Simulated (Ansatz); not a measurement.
# How the band gap of zinc-blende GaN (metastable phase) moves with the method

Unless a cell is named, each level is at its own relaxed cell (rVV10 11.94, r²SCAN-D4 11.26, B3LYP (VWN-RPA form) 11.68 Å³/atom).

Put these levels in order of the band gap that they give for zinc-blende GaN (metastable phase), smallest first: B3LYP (VWN-RPA form) (Ansatz, an electronic-structure program), rVV10 (Ansatz), r²SCAN-D4 (Ansatz).

rVV10 (1.37 eV), r²SCAN-D4 (2.24 eV), B3LYP (VWN-RPA form) (3.20 eV)

Computed values are for a static lattice. Spin–orbit coupling is included only where a level's name says +SOC; with heavier elements it mostly lowers gaps and can invert bands.  Each level is taken at its own relaxed cell. Cutoffs and k meshes differ between the levels. Ansatz's density-functional and Hartree–Fock values are scalar-relativistic unless marked +SOC, with PAW data made under PBE.
